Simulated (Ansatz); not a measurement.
# C2H5S: the cost of one run

All numbers are computed with Ansatz 0.2.0, driven from Python. Level of theory: PBE0/6-31G*.

### Step 1. The structure

Bond lengths: C1–C2 1.461 Å, C2–S3 1.800 Å, C1–H4 1.064 Å, C1–H5 1.113 Å, C1–H6 1.139 Å, C2–H7 1.093 Å, C2–H8 1.060 Å. Angles: C1–C2–S3 108.3°, C1–C2–H7 108.9°, C1–C2–H8 110.0°, S3–C2–H7 111.1°, S3–C2–H8 111.1°, H7–C2–H8 107.5°, C2–C1–H4 111.8°, C2–C1–H5 116.1°, C2–C1–H6 115.1°, H4–C1–H5 102.6°, H4–C1–H6 104.2°, H5–C1–H6 105.7°.

The script holds or builds the structure itself.

### Step 2. The code

Input file scan_c2h5s.py:

```python
import ansatz as az
import matplotlib.pyplot as plt
import numpy as np

BASIS_SET = "6-31G*"
XC = "pbe0"

geometry_ang = [
    ("C", (-0.3888, 0.5269, -0.2874)),
    ("C", (0.2997, -0.6467, 0.2451)),
    ("S", (1.8861, -0.1172, 0.9094)),
    ("H", (-1.3322, 0.2736, -0.7101)),
    ("H", (0.1193, 1.0533, -1.1265)),
    ("H", (-0.6328, 1.3325, 0.4798)),
    ("H", (0.4336, -1.3732, -0.5602)),
    ("H", (-0.2927, -1.1062, 0.994)),
]
molecule = az.Crystal.molecule()
for symbol, xyz in geometry_ang:
    molecule = molecule.atom(symbol, xyz)

symbols = [site.symbol for site in molecule.cartesian_sites]
start = np.array([site.position_ang for site in molecule.cartesian_sites])
axis = (start[0] - start[1]) / np.linalg.norm(start[0] - start[1])
moving = [0, 3, 4, 5]
lengths, energies = [1.286, 1.344, 1.403, 1.461, 1.52, 1.578, 1.636, 1.724], []
for length in lengths:
    xyz = start.copy()
    xyz[moving] += (length - np.linalg.norm(start[0] - start[1])) * axis
    point = az.Crystal.molecule()
    for symbol, xyz in zip(symbols, xyz):
        point = point.atom(symbol, xyz.tolist())
    setup = (
        point.calculation()
        .basis(gaussian=BASIS_SET)
        .functional(XC)
        .spin("collinear", total=1)
    )
    r = setup.run(threads=1, backend="cpu").report
    energies.append(r["free_energy_ev"])
    print(f"r = {length:6.3f} A  E = {energies[-1]:.5f} eV  <S^2> = {abs(r['mean_field']['state']['spin_squared']):.3f}")

fit = np.polynomial.Polynomial.fit(lengths, np.array(energies) - min(energies), 4).convert()
roots = [r.real for r in fit.deriv().roots() if abs(r.imag) < 1e-9 and fit.deriv(2)(r.real) > 0]
r_e = min(roots, key=lambda r: abs(r - lengths[int(np.argmin(energies))]))
print(f"minimum of the fit at {r_e:.4f} A, force constant {fit.deriv(2)(r_e):.2f} eV/A^2")
plt.figure(figsize=(4.5, 3))
plt.plot(lengths, np.array(energies) - min(energies), "o-")
plt.xlabel("bond length (A)")
plt.ylabel("E - E(min) (eV)")
plt.tight_layout()
plt.savefig("scan.png", dpi=100)
```

### Step 3. Running it

Run with:

```bash
$ python scan_c2h5s.py
```

What time and memory should one allow on 1 thread of AMD EPYC 7R43 (Zen 3), shared host?

About 54 s, with a peak of 0.26 GiB.
